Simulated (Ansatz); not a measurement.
Total energies of C₄H₄F₂ (`F/C=C/C=C/F`).

Z-matrix (Å, degrees):
```
C
C 1 1.327
F 1 1.335 2 121.7
H 1 1.084 2 125.7 3 180.0
C 2 1.443 1 122.6 3 180.0
H 2 1.086 1 118.4 3 -0.0
C 5 1.327 2 122.6 1 -180.0
H 5 1.086 2 119.0 1 0.0
F 7 1.335 5 121.7 2 180.0
H 7 1.084 5 125.7 2 0.0
```

The species carries charge 0 and has multiplicity 1. Geometry: relaxed with PBE0-D4/def2-TZVP. It is one conformer, not always the lowest. Basis def2-TZVPP, Ansatz.

RPA on PBE orbitals: Hartree–Fock energy of these orbitals -352.70039 Eh, correlation -1.75921 Eh (frozen core).

| functional | energy without D4 (Eh) | D4 term (kJ/mol) |
| --- | --- | --- |
| LDA (SPW92) | -351.91387 | – |
| PBE | -354.22354 | -16.3 |
| revPBE | -354.50342 | -57.7 |
| BLYP | -354.53760 | -36.9 |
| r2SCAN | -354.43672 | -4.2 |
| B97M-V | -354.54532 | – |
| PBE0 | -354.23238 | -13.6 |
| B3LYP | -354.61864 | -26.0 |
| r2SCANh | -354.41704 | -4.3 |
| r2SCAN0 | -354.38910 | -4.8 |
| HSE06 (plane-wave form) | -354.21588 | -12.5 |
| BHLYP | -354.44060 | -17.9 |
| CAM-B3LYP | -354.48091 | -13.5 |
| LC-ωPBE | -354.38755 | – |
| ωB97X-V | -354.49486 | – |
| ωB97M-V | -354.49587 | – |
| B2PLYP | -354.36647 | – |
| PBE-QIDH | -354.17704 | – |

B3LYP takes the VWN-RPA correlation (the form of Gaussian; ORCA's B3LYP/G). HSE06 is the plane-wave form, built on full-range PBE exchange. The double hybrids freeze the cores in their second-order part.

LC-ωPBE has ω = 0.4 bohr⁻¹.
